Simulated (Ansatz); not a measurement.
## Two structures, one formula

The two ends of one reaction step of AlH5O, singlet (PBE0-D4/def2-TZVP).

A:

```json
{"atom": "Al1", "x (Å)": "-0.6460", "y (Å)": "-0.2657", "z (Å)": "0.0511"}
{"atom": "H2", "x (Å)": "1.6893", "y (Å)": "-0.6474", "z (Å)": "-0.1646"}
{"atom": "H3", "x (Å)": "-0.5997", "y (Å)": "-0.9962", "z (Å)": "-1.3563"}
{"atom": "H4", "x (Å)": "-0.8271", "y (Å)": "-1.0167", "z (Å)": "1.4269"}
{"atom": "H5", "x (Å)": "1.6707", "y (Å)": "-0.4939", "z (Å)": "0.5728"}
{"atom": "O6", "x (Å)": "-0.6713", "y (Å)": "1.4324", "z (Å)": "0.1228"}
{"atom": "H7", "x (Å)": "-0.6160", "y (Å)": "1.9875", "z (Å)": "-0.6528"}
```

B:

```csv
atom,x (Å),y (Å),z (Å)
Al1,-0.1854,-0.8628,0.0786
H2,1.3765,-1.2180,0.1326
H3,-0.9023,-0.8651,-1.3547
H4,-1.0723,-1.1700,1.3642
H5,1.0035,1.3818,0.2260
O6,0.0701,1.1499,0.1670
H7,-0.2903,1.5843,-0.6138
```

Program: Ansatz 0.2.0. Basis: def2-TZVPP. Cores are frozen in the correlated methods. B3LYP uses VWN-RPA correlation.

(1) Which structure is lower at CCSD(T), and by how much? (Judge from chemistry; the value comes from the calculation.)

T1 diagnostic: at most 0.012.

## Answers

(1) Computed: A, by 0.414 eV (electronic energy, against the other). By their contacts, A is a complex of AlH₃O ([OH][AlH2]) + H₂ and B is AlH₅O ([OH2][AlH3]).

All methods give the same order:

```
      method  E(B) − E(A) (eV)
       SPW92             0.304
      PBE-D4             0.434
     BLYP-D4             0.543
   r2SCAN-D4             0.443
      B97M-V             0.286
     PBE0-D4             0.362
    B3LYP-D4             0.472
  r2SCAN0-D4             0.387
    BHLYP-D4             0.396
CAM-B3LYP-D4             0.423
     wB97X-V             0.395
     wB97M-V             0.415
      B2PLYP             0.475
    PBE-QIDH             0.373
  RPA on PBE             0.410
          HF             0.328
         MP2             0.489
        CCSD             0.396
     CCSD(T)             0.414
```

Labels in which every atom is bracketed show which atoms are joined, not bond orders.

For scale, one of the runs: CCSD(T)/def2-TZVPP, 143 basis functions, launched by `ansatz run in.yaml --threads 2 --pin off --events-out ev --progress --plain --max-ram 4352MiB`. Hardware: 2 CPU threads of an Intel Xeon Platinum 8488C, shared host. Wall time 6 s; peak host memory 0.81 GiB.
